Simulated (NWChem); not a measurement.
System: BeH cation; SMILES [BeH+]

Here is an NWChem input.

```
start job
memory heap 200 mb stack 900 mb global 1100 mb
charge 1
geometry units angstroms
  Be     0.000000     0.000000     0.251857
  H      0.000000     0.000000    -1.090495
end
basis spherical
  * library def2-tzvp
end
dft
  xc becke88 perdew86
  iterations 150
end
driver
  maxiter 120
end
task dft optimize
task dft freq
```

Excerpt of the output:

```
             Northwest Computational Chemistry Package (NWChem) 7.3.0
             --------------------------------------------------------

 ORDER OF PRIMARY AXIS IS BEING SET TO 4
 C4V symmetry detected

                             Geometry "geometry" -> ""
                             -------------------------

 Output coordinates in angstroms (scale by  1.889725989 to convert to a.u.)

  No.       Tag          Charge          X              Y              Z
 ---- ---------------- ---------- -------------- -------------- --------------
    1 Be                   4.0000     0.00000000     0.00000000     0.26847040
    2 H                    1.0000     0.00000000     0.00000000    -1.07388160

 Effective nuclear repulsion energy (a.u.)       1.5768658265

      Symmetry information
      --------------------

 Group name             C4v
 Group number             18
 Group order               8
 No. of unique centers     2

                                Z-matrix (autoz)
                                --------

 Units are Angstrom for bonds and degrees for angles

      Type          Name      I     J     K     L     M      Value
      ----------- --------  ----- ----- ----- ----- ----- ----------
    1 Stretch                  1     2                       1.34235

  perdew86 is a nonlocal functional; adding perdew81 local functional.

                           NWChem Geometry Optimization
                           ----------------------------

 maximum gradient threshold         (gmax) =   0.000450
 rms gradient threshold             (grms) =   0.000300
 maximum cartesian step threshold   (xmax) =   0.001800
 rms cartesian step threshold       (xrms) =   0.001200
 fixed trust radius                (trust) =   0.300000
 source of zmatrix                         =   autoz

          -------------------
          Energy Minimization
          -------------------

 Using diagonal initial Hessian
 Scaling for Hessian diagonals: bonds = 1.00  angles = 0.25  torsions = 0.10

          --------
          Step   0

                                 NWChem DFT Module
                                 -----------------

[...]

      ----------------------
      Optimization converged
      ----------------------

  Step       Energy      Delta E   Gmax     Grms     Xrms     Xmax
  ---- ---------------- -------- -------- -------- -------- --------
@    2     -14.93837606 -3.9D-09  0.00000  0.00000  0.00006  0.00011
                                     ok       ok       ok       ok

                                Z-matrix (autoz)
                                --------

 Units are Angstrom for bonds and degrees for angles

      Type          Name      I     J     K     L     M      Value     Gradient
      ----------- --------  ----- ----- ----- ----- ----- ---------- ----------
    1 Stretch                  1     2                       1.33299    0.00000

                         Geometry "geometry" -> "geometry"
                         ---------------------------------

 Output coordinates in angstroms (scale by  1.889725989 to convert to a.u.)

  No.       Tag          Charge          X              Y              Z
 ---- ---------------- ---------- -------------- -------------- --------------
    1 Be                   4.0000     0.00000000     0.00000000     0.26379056
    2 H                    1.0000     0.00000000     0.00000000    -1.06920176

 Effective nuclear repulsion energy (a.u.)       1.5879378850

      Symmetry information
      --------------------

 Group name             C4v
 Group number             18
 Group order               8
 No. of unique centers     2

                Final and change from initial internal coordinates
                --------------------------------------------------

                                Z-matrix (autoz)
                                --------

 Units are Angstrom for bonds and degrees for angles

[...]

 Rotational Constants
 --------------------
 A=   0.000000 cm-1  (  0.000000 K)
 B=  10.466410 cm-1  ( 15.058493 K)
 C=  10.466410 cm-1  ( 15.058493 K)

 Temperature                      =   298.15K
 frequency scaling parameter      =   1.0000

 Linear Molecule

 Zero-Point correction to Energy  =    3.041 kcal/mol  (  0.004845 au)
 Thermal correction to Energy     =    4.521 kcal/mol  (  0.007205 au)
 Thermal correction to Enthalpy   =    5.113 kcal/mol  (  0.008149 au)

 Total Entropy                    =   40.763 cal/mol-K
   - Translational                =   32.846 cal/mol-K (mol. weight =  10.0200)
   - Rotational                   =    7.917 cal/mol-K (symmetry #  =        1)
   - Vibrational                  =    0.001 cal/mol-K

 Cv (constant volume heat capacity) =    4.973 cal/mol-K
   - Translational                  =    2.979 cal/mol-K
   - Rotational                     =    1.986 cal/mol-K
   - Vibrational                    =    0.007 cal/mol-K

[normal modes left out]

 ----------------------------------------------------------------------------
 Normal Eigenvalue ||           Projected Infra Red Intensities
  Mode   [cm**-1]  || [atomic units] [(debye/angs)**2] [(KM/mol)] [arbitrary]
 ------ ---------- || -------------- ----------------- ---------- -----------
    1        0.000 ||    0.200914           4.635       195.860      14.899
    2        0.000 ||    0.200914           4.635       195.860      14.899
    3        0.000 ||    0.118526           2.734       115.545       8.790
    4        0.000 ||    0.118526           2.734       115.545       8.790
    5        0.000 ||    0.099800           2.302        97.290       7.401
    6     2127.896 ||    0.070410           1.624        68.639       5.221
 ----------------------------------------------------------------------------
```

Level: BP86/def2-TZVP.
